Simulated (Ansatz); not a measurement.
A calculation with Ansatz (development build ahead of 0.2.0).

```yaml
crystal:
  periodic: [false, false, false]
  atoms:
    - { symbol: "N", position_ang: [-0.06492, 0.03084, -0.26342] }
    - { symbol: O, position_ang: [-0.03578, 1.07558, 0.14632] }
    - { symbol: O, position_ang: [0.04438, -1.04918, 0.13172] }
basis:
  gaussian: { orbitals: cc-pVDZ }
magnetization:
  spin_polarized: true
  initial_magnetization: 1
hamiltonian:
  xc: hf
correlation:
  method: mp2
  frozen_orbitals: { "N": 1, O: 1 }
```

The input is written out in the form of the current development build from the run's settings.

Output:

* Converged: yes
* Reference energy: -204.05041 hartree
* Correlation energy: -0.52003 hartree
* Total energy: -204.57044 hartree
* Spin squared of the determinant: 0.764
